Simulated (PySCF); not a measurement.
C3H5N3.
Cartesian coordinates in Å at the PBE0-D3(BJ)/def2-SVP level; atoms count from 1:
```xyz
11
C3H5N3 angstrom
C     -1.680   -0.289   -0.001
N     -0.257   -0.087    0.041
C      0.445    1.065   -0.003
N      1.734    0.813    0.056
C      1.766   -0.537    0.139
N      0.582   -1.122    0.132
H     -2.016   -0.804    0.909
H     -2.177    0.687   -0.070
H     -1.951   -0.897   -0.876
H     -0.028    2.045   -0.078
H      2.689   -1.114    0.205
```

Method used: core-valence-separated Tamm–Dancoff BHandHLYP/aug-pcX-1 (pcseg-1 on H) in PySCF, non-relativistic, gas phase, PBE0-D3(BJ)/def2-SVP geometry. The energies are unshifted.

The lowest roots of each edge with f over 0.003 (five at most, numbered afresh; weaker and dark ones are left out), with transition dipoles (au) in the frame of the coordinates:

```tsv
root	edge	E (eV)	f	μx	μy	μz
1	C	284.34	0.0629	-0.0033	0.0057	0.0948
2	C	284.46	0.0725	-0.0036	0.0060	0.1018
3	C	286.71	0.0158	-0.0450	0.0150	-0.0025
4	C	287.07	0.0179	0.0025	-0.0036	-0.0502
5	C	287.37	0.0317	-0.0151	0.0652	-0.0051
6	N	397.50	0.0583	-0.0027	0.0046	0.0772
7	N	397.88	0.0583	0.0027	-0.0046	-0.0772
8	N	400.20	0.0444	-0.0025	0.0040	0.0671
9	N	402.17	0.0245	0.0316	-0.0385	0.0034
10	N	402.48	0.0083	-0.0226	0.0180	-0.0019
```

**Question.** Molecules are fixed in this frame and the field points along y. What effective strengths 3 f cos²θ do the roots have (θ between field and μ)?

**Answer.** root 1 (C5): 0.001, root 2 (C3): 0.001, root 3 (C1): 0.005, root 4 (C1): 0.000, root 5 (C1): 0.090, root 6 (N4): 0.001, root 7 (N6): 0.001, root 8 (N2): 0.000, root 9 (N6): 0.044, root 10 (N6): 0.010. Root 5 is the strongest. Averaged over all orientations cos²θ is 1/3, which gives f back.

On an Arm Neoverse V1 with one thread (shared host), this took 15 s wall.
